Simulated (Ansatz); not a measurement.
Results of rVV10 (plane waves, PAW; Ansatz, a program for electronic structure) for α-N2.

Run with plane-wave cutoff 520 eV, 6×6×6 k mesh, Fermi–Dirac smearing 0.01 eV, scalar-relativistic PAW data made under PBE.

The cell is scaled about its equilibrium volume:

Shape and atoms are relaxed at each volume.

```
V (Å³/atom)  P (GPa)  direct gap at Γ (eV)  smallest gap on the k mesh (eV)
-----------  -------  --------------------  -------------------------------
19.462          0.18                 7.102                            7.055
19.867          0.08                 7.137                            7.093
20.273          0.00                 7.171                            7.130
20.678         -0.07                 7.203                            7.165
21.084         -0.13                 7.233                            7.199
```

A straight line through the gaps at Γ against ln V gives a volume deformation potential dE_g(Γ)/d ln V of 1.6 eV: the gap at Γ narrows under compression.

Note: the bulk modulus comes from volumes at which shape and atoms were relaxed.
